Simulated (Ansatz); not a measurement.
**Structure relaxation of KTi4Tl3**

Level of theory: Ansatz, DFT PBE, scalar-relativistic, plane waves, PAW. Cutoff 420 eV, Γ-centred k mesh, Gaussian smearing, no spin polarisation in the final step.

The start puts KTi4Tl3 on the sites of a reported VCu3S4 cell (P-43m, No. 215), with K in place of V, Tl in place of Cu, Ti in place of S, at a guessed volume.

```
K Ti Tl
1.0
     5.93650    0.00000    0.00000
     0.00000    5.93650    0.00000
     0.00000    0.00000    5.93650
K Ti Tl
1 4 3
Direct
  0.00000 0.00000 0.00000
  0.23500 0.23500 0.23500
  0.23500 0.76500 0.76500
  0.76500 0.76500 0.23500
  0.76500 0.23500 0.76500
  0.50000 0.00000 0.00000
  0.00000 0.50000 0.00000
  0.00000 0.00000 0.50000
```

Steps on the 4×4×4 mesh (8 atoms). 9 of 9 steps are shown, and the free energy counts from the last. Trial steps that were taken back and renewals of the plane-wave basis can be among the rows.

```csv
step,ΔF (meV/atom),V (Å³/atom),P (GPa),largest force component (eV/Å)
1,1322.2,26.15,17.58,2.001
2,862.4,30.16,5.04,1.313
3,643.7,30.61,1.29,1.048
4,469.8,30.25,-1.25,0.892
5,291.5,29.23,-2.64,0.998
6,103.5,28.06,-2.75,0.887
7,0.3,26.86,-0.20,0.062
8,0.1,26.85,-0.32,0.021
9,0.0,26.85,-0.33,0.021
```

A final relaxation ran on a 6×6×6 mesh. The relaxed crystal, P-43m (No. 215):

Space group P-43m (No. 215). a = 5.967 Å, b = 5.967 Å, c = 5.967 Å, α = 90.00°, β = 90.00°, γ = 90.00°
```json
{"atom": "K", "site": "1a", "symmetry": "-43m", "x": "0.0000", "y": "0.0000", "z": "0.0000"}
{"atom": "Ti", "site": "4e", "symmetry": ".3m", "x": "0.3418", "y": "0.3418", "z": "0.3418"}
{"atom": "Tl", "site": "3d", "symmetry": "-42.m", "x": "0.5000", "y": "0.0000", "z": "0.0000"}
```

For KTi4Tl3, the volume per atom is 26.56 Å³ and the density is 6.59 g/cm³. The energy over the elements is 0.85 eV/atom and the gap on the 6×6×6 mesh is 0 eV (a metal).

Formation energies are uncorrected and refer to the elements' standard structures at the same level.

The final run used a 6×6×6 mesh on its 8-atom cell and 0.10 eV smearing. The k mesh leaves about 4 meV/atom of noise in metals. Spin–orbit coupling is left out.

A structure relaxed within its symmetry needn't be a true minimum.

Cost: 3 runs of about 4.1 core-minutes in all, on Arm Neoverse V1 (shared hosts).